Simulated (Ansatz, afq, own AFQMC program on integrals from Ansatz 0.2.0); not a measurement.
**Si2H2⁺, doublet: AFQMC among the cluster methods**

```yaml
atoms:
  - { symbol: Si, position_ang: [0.0000, 0.0641, 1.0054] }
  - { symbol: Si, position_ang: [0.0000, -0.0046, -1.0948] }
  - { symbol: H, position_ang: [0.0000, -0.3818, 2.4302] }
  - { symbol: H, position_ang: [0.0000, -1.2748, 0.0623] }
```

Connectivity, by distances: SiH–Si, 1 bridging H.

Basis cc-pVDZ. Noble-gas cores (and the filled d shells of Ga–Kr and In–Xe) are frozen. Integrals, coupled cluster, full CI and functionals: Ansatz 0.2.0; the random walks run on the same integrals in our own AFQMC program. The CISD trial takes its coefficients from CCSD amplitudes. Released means that phaseless walkers are propagated on without the constraint, phases kept. Error bars are statistical, one sigma.

Determinant: UHF, the one that the program's search chose, which needn't be the lowest solution. The geometry is a PBE0/def2-TZVP stationary point of this or a neighbouring charge and spin state.

No full CI on the walks' own integrals is used here; CCSDT(Q) serves as the reference and is uncertain by about the last step of the cluster series.

```
T1 diagnostic                               : 0.0198
weight of the determinant in the CISD state : 0.864
⟨S²⟩ of the determinant                     : 0.766
size of the correlated space                : 9 electrons in 36 orbitals
```

```json
{"level": "MP2", "correlation energy (eV)": "-4.1218"}
{"level": "CCSD", "correlation energy (eV)": "-5.1119"}
{"level": "CCSD(T)", "correlation energy (eV)": "-5.3231"}
```

Question: Estimate where phaseless AFQMC with a CISD trial lies against CCSD(T) on the same integrals.

Answer: 0.56 ± 0.22 kcal/mol below CCSD(T).

Reference: CCSDT(Q), correlation energy -5.380 eV. The released energy is read at 2.40 1/Eh (meV from the phaseless value at times in 1/Eh: -1 ± 11 at 0.24, 0 ± 11 at 0.51, -18 ± 11 at 0.99, -32 ± 12 at 1.62, -17 ± 13 at 2.40).

```tsv
level	E − E(reference) (kcal/mol)	share of correlation (%)
CCSD(T)	1.31	98.94
CCSDT	0.31	99.75
ph-AFQMC/CISD	0.75 ± 0.22	99.40
released AFQMC	0.35 ± 0.29	99.72
```

A walk keeps the symmetry of its determinant, which the program's search chose and which needn't be the lowest solution, so a lower state of the same spin and another symmetry isn't excluded. Released energies are given only where the last usable release times agree within the noise; a slower fall can still hide under it.
